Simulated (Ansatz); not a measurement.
bcc Na was calculated with revPBE (Ansatz, a quantum-chemistry and plane-wave program, plane waves, PAW).

Numerical settings: plane-wave cutoff 520 eV, 18×18×18 k mesh, Fermi–Dirac smearing 0.05 eV, scalar-relativistic PAW data made under PBE.

Computed at the level's own relaxed cell.

Problem. Estimate the volume per atom, bulk modulus B0, lattice parameter a and pressure derivative B′ of the bulk modulus that the calculation returns.

Solution. 
- volume per atom = 39.33 Å³/atom
- bulk modulus B0 = 6.96 GPa
- lattice parameter a = 4.285 Å
- pressure derivative B′ of the bulk modulus = 3.7

The run finds no gap.

Measured, for comparison: equilibrium volume per atom 37.42 Å³/atom (static lattice: zero-point anharmonic expansion removed; as tabulated in Mejia-Rodriguez and Trickey (2018), arXiv:1807.09216); bulk modulus 7.9 GPa (0 K value with the zero-point phonon effect removed, our sources range from 7.63 to 7.91; as tabulated in Mejia-Rodriguez and Trickey (2018), arXiv:1807.09216); lattice constant a 4.214 Å (static lattice: zero-point anharmonic expansion removed, our sources range from 4.207 to 4.214; as tabulated in Mejia-Rodriguez and Trickey (2018), arXiv:1807.09216). Computed (rounded) less measured: equilibrium volume per atom +5.1 %, bulk modulus -12 % (-9 % to -12 % over the range), lattice constant a +1.7 % (+1.7 % to +1.9 % over the range).

Computing time: very roughly 40 core-seconds.
